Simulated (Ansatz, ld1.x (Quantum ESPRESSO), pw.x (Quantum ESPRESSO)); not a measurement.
What a changed setting does to a pw.x run (fcc Re)

Potential: norm-conserving Troullier–Martins (Kleinman–Bylander form), ld1.x (Quantum ESPRESSO) 7.5, LDA (PW92); core [Xe] 4f14, reference 5d5 6s2 6p0; waves: 6p (bound, empty): rc 3.60 bohr; 5d (bound): rc 1.45 bohr; 6s (bound): rc 1.85 bohr; local part: the s channel; core correction: a·sin(br)/r model core, default radius (core density twice the valence density).

The reference run (k-mesh 15³, cutoffs 100/400 Ry, Fermi–Dirac 0.01 Ry, mixing_beta 0.4, conv_thr 1e-9, no spin) gives 5.30 GPa at 14.368 Å³/atom, where all-electron LAPW gives 0.76 GPa. This run, with its own iteration cap, changes degauss to 0.02.

```
&control
  calculation='scf', prefix='x', pseudo_dir='./', outdir='./tmp', tstress=.true., disk_io='none'
/
&system
  ibrav=0, nat=1, ntyp=1, ecutwfc=100, ecutrho=400, nbnd=11,
  occupations='smearing', smearing='fd', degauss=0.02
/
&electrons
  conv_thr=1e-09, mixing_beta=0.4, electron_maxstep=50
/
ATOMIC_SPECIES
Re 1.0 Re.UPF
CELL_PARAMETERS angstrom
  0.00000000 1.92954735 1.92954735
  1.92954735 0.00000000 1.92954735
  1.92954735 1.92954735 0.00000000
ATOMIC_POSITIONS crystal
Re 0.0000 0.0000 0.0000
K_POINTS automatic
15 15 15 0 0 0
```

```bash
pw.x < Re.scf.in > Re.scf.out
```

How does the run end?

It converges in 8 iterations; the free energy moves by -77.0 meV/atom and the pressure by +1.02 GPa. In a metal, with Fermi–Dirac smearing, F lies below its zero-width value by a term in the square of the width.

```
Message from routine setup:
     using ibrav=0 with symmetry is DISCOURAGED, use correct ibrav instead
     lattice parameter (alat)  =       5.1567  a.u.
     unit-cell volume          =      96.9601 (a.u.)^3
     number of electrons       =         7.00
     number of Kohn-Sham states=           11
     kinetic-energy cutoff     =     100.0000  Ry
     charge density cutoff     =     400.0000  Ry
     scf convergence threshold =      1.0E-09
     Exchange-correlation= PW
     number of k points=   120  Fermi-Dirac smearing, width (Ry)=  0.0200
     iteration #  1     ecut=   100.00 Ry     beta= 0.40
     total energy              =     -34.55130419 Ry
     estimated scf accuracy    <       0.03879623 Ry
     iteration #  2     ecut=   100.00 Ry     beta= 0.40
     total energy              =     -34.55081083 Ry
     estimated scf accuracy    <       0.00525205 Ry
     iteration #  3     ecut=   100.00 Ry     beta= 0.40
     total energy              =     -34.55178397 Ry
     estimated scf accuracy    <       0.00010595 Ry
     [... 2 iterations left out ...]
     iteration #  6     ecut=   100.00 Ry     beta= 0.40
     total energy              =     -34.55179995 Ry
     estimated scf accuracy    <          4.6E-09 Ry
     iteration #  7     ecut=   100.00 Ry     beta= 0.40
     total energy              =     -34.55179996 Ry
     estimated scf accuracy    <          1.1E-09 Ry
     iteration #  8     ecut=   100.00 Ry     beta= 0.40
     the Fermi energy is    17.5700 ev
!    total energy              =     -34.55179996 Ry
     estimated scf accuracy    <          2.6E-11 Ry
     smearing contrib. (-TS)   =      -0.01516277 Ry
     The total energy is F=E-TS. E is the sum of the following terms:
     one-electron contribution =      14.84981863 Ry
     hartree contribution      =       0.41255234 Ry
     xc contribution           =     -18.99281371 Ry
     ewald contribution        =     -30.80619445 Ry
     convergence has been achieved in   8 iterations
          total   stress  (Ry/bohr**3)                   (kbar)     P=       63.20
     Message from routine punch:
     Nothing written, as per user request (disk_io='none')
```

The run took about 35 s on one core of a shared host (Neoverse-V1, 32 threads, 247 GiB, load 23).
